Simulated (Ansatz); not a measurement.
A run of Ansatz (development build ahead of 0.2.0) on triplet BP at this shape:

```xyz
2

B     0.0000    0.0000   -0.9408
P     0.0000    0.0000    0.9408
```

Its results:

```yaml
Converged: yes
Reference_energy: -365.15578 hartree
Correlation_energy: -0.12878 hartree
Total_energy: -365.28456 hartree
Spin_squared_of_the_determinant: 2.400
Stability_test: minimum
Occupied_orbitals_by_symmetry_in_an_Abelian_subgroup_alpha;_beta: 7 A1 2 B1 2 B2; 6 A1 2 B1 1 B2
```

Messages of the program:
```
mean field -9936.39501292 eV, -365.1557815943 hartree, gradient 1.5e-6 eV, S^2 2.400434; 9 other ends of a descent, 0 dependent functions left out
```

(1) Which input gives this output? Name the method, the orbitals and the basis set, and write the input.

Results:

(1) UHF-MP2 in def2-SVP.

```yaml
crystal:
  periodic: [false, false, false]
  atoms:
    - { symbol: B, position_ang: [0.0, 0.0, -0.94079] }
    - { symbol: P, position_ang: [0.0, 0.0, 0.94079] }
basis:
  gaussian: { orbitals: def2-SVP }
magnetization:
  spin_polarized: true
  initial_magnetization: 2
hamiltonian:
  xc: hf
correlation:
  method: mp2
  frozen_orbitals: { B: 1, P: 5 }
```

Caution: the unrestricted determinant is spin contaminated.
